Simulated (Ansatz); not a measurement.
Abridged output of a molecular run in Ansatz:

```
Functional definition: HF
614 factors; integrals over basis functions are off by at most 1.5e-3 eV
mean field evaluation 1: about -5161.0410 eV, gradient 3.6e1 eV
mean field evaluation 2: about -5161.0449 eV, gradient 3.6e1 eV
mean field evaluation 4: about -5163.5824 eV, gradient 2.7e0 eV
mean field evaluation 8: about -5163.6052 eV, gradient 7.0e-5 eV
mean field -5163.60518790 eV, -189.7589906380 hartree, gradient 7.4e-7 eV, S^2 0.000000; 0 other end points of the search recorded, 0 dependent functions left out
3 core orbitals not correlated: weight in the atoms' cores, before any rotation towards them, 1.000 or more for the frozen orbitals, at most 0.000 for the correlated occupied ones
reference -5163.60518790 eV, -189.7589906380 hartree; 10, 10 occupied and 49, 49 virtual orbitals, 614 factors
second order -14.03881504 eV of doubles, -0.00000000 eV of singles
cycle   1  -14.33876356 eV  change   -3.0e-1 eV  update   7.1e-2
cycle   2  -14.65048735 eV  change   -3.1e-1 eV  update   2.0e-2
cycle   3  -14.72388349 eV  change   -7.3e-2 eV  update   9.8e-3
cycle   4  -14.72028096 eV  change    3.6e-3 eV  update   2.1e-3
cycle   5  -14.72053019 eV  change   -2.5e-4 eV  update   9.6e-4
cycle   6  -14.72073329 eV  change   -2.0e-4 eV  update   3.0e-4
cycle   7  -14.72054052 eV  change    1.9e-4 eV  update   9.7e-5
cycle   8  -14.72048762 eV  change    5.3e-5 eV  update   2.7e-5
cycle   9  -14.72048959 eV  change   -2.0e-6 eV  update   7.6e-6
perturbative correction -0.32339323 eV, -0.0118844820 hartree
Total energy: -5178.64907072 eV, -190.3118431344 hartree
```

Its atoms:

Cartesian coordinates in Å:
```
O 1.260 -0.115 0.016
C -0.104 -0.405 -0.061
O -0.892 0.318 0.838
H 1.437 0.717 -0.432
H -0.470 -0.272 -1.090
H -0.204 -1.451 0.226
H -1.027 1.208 0.503
```

(1) Which basis set was used?
A. cc-pV(T+d)Z
B. def2-TZVPP
C. cc-pV(Q+d)Z
D. def2-SVP

(2) Write the keys of the input that set method, charge and spin (a neutral closed shell needs none for the last two).

Results:

(1) D. It gives 62 functions.

(2) 
```yaml
correlation: {method: ccsd_t}
```
